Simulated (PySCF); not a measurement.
Species: C5H10O (charge -1 and doublet state).
Geometry (GFN2-xTB, Å), atoms numbered from 1 in this order:
```xyz
16
C5H10O angstrom
C      2.3758    0.2669    0.1114
C      1.1012   -0.5238   -0.1758
C     -0.1686    0.2818    0.0979
C     -1.4746   -0.5221   -0.1575
C     -2.7449    0.2586    0.0840
O     -3.2133    1.0959   -0.8063
H      3.2671   -0.3255   -0.1029
H      2.4065    1.1672   -0.4998
H      2.4073    0.5670    1.1580
H      1.0922   -1.4269    0.4432
H      1.1036   -0.8435   -1.2219
H     -0.1897    1.1668   -0.5413
H     -0.1652    0.6222    1.1382
H     -1.4474   -1.4117    0.4938
H     -1.4575   -0.8609   -1.1997
H     -2.8999    0.4970    1.1671
```

The hyperfine couplings belong to this conformer and change with its torsions.

The species is `CCCC[CH][O-]` [radical] (charge -1).

Computed with PySCF, UKS B3LYP, pcH-1 on C H O, non-relativistic, mean-field spin-orbit, GIAO. Whether the extra electron is bound in the gas phase wasn't checked; a finite basis holds it in any case. Couplings are sensitive to structure, and on GFN2-xTB geometries they can be far from those on DFT ones, by a factor of two or more for some ions and for spin on atoms past the first row. Stability of the SCF solution: not tested.

Task: Where do the isotropic ENDOR lines of H16, H14/H15, H12/H13 and H7/H8/H9 fall at 333.0 mT, to first order?

Result: For S = 1/2 in fast tumbling each set of equivalent nuclei gives two lines, ν± = |νn ± a/2| to first order, with νn = g_N μN B/h and μN/h = 7.62259 MHz/T.

```json
{"nuclei": "H16", "isotope": "1H", "g_N": "5.5857", "νn (MHz)": "14.18", "a_iso (MHz)": "-17.61", "lower line (MHz)": "5.37", "upper line (MHz)": "22.98"}
{"nuclei": "H14/H15", "isotope": "1H", "g_N": "5.5857", "νn (MHz)": "14.18", "a_iso (MHz)": "15.45", "lower line (MHz)": "6.45", "upper line (MHz)": "21.90"}
{"nuclei": "H12/H13", "isotope": "1H", "g_N": "5.5857", "νn (MHz)": "14.18", "a_iso (MHz)": "-1.85", "lower line (MHz)": "13.25", "upper line (MHz)": "15.10"}
{"nuclei": "H7/H8/H9", "isotope": "1H", "g_N": "5.5857", "νn (MHz)": "14.18", "a_iso (MHz)": "1.57", "lower line (MHz)": "13.40", "upper line (MHz)": "14.96"}
```

Task: Which pairs are centred on the nuclear Larmor frequency, and which on half the coupling?

Result: Centred on νn, since |a| < 2νn: H16, H14/H15, H12/H13 and H7/H8/H9. No pair has |a| > 2νn.

Means are taken over nuclei equivalent by connectivity, which assumes that they swap fast. The 1H value of +15.5 MHz is a mean of couplings from 12.5 to 18.4 MHz in this one geometry, not an average over conformers.

The largest Mulliken spin populations are on C5 (+0.60) and O6 (+0.34). The angles at C5 add up to 352.1°, so it is slightly pyramidal.

On an Arm Neoverse V2 with one thread, no GPU, on a shared host, this took 40 s of wall time (with the writing of density and orbital grids) and 0.90 GiB of memory at its peak.
